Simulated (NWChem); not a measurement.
# diphosphorus (P2); SMILES P#P

```xyz
2

P      0.0000     0.0000     0.9521
P      0.0000     0.0000    -0.9521
```
Atoms are numbered in this order, from 1.

All runs: NWChem. Structure relaxed at the B3LYP/6-31G* (spherical d) level. GIAO values for the isolated, static molecule; σ is the absolute isotropic shielding, δ = σ(reference) − σ with the isolated reference molecule computed at the same levels (31P: phosphine).

For level BHandHLYP/pcSseg-1:

- δ P1 (ppm): 1000.3

Question: Estimate the same quantities for level B3LYP/IGLO-III.

Answer: The δ P1 (ppm) is 922.5.
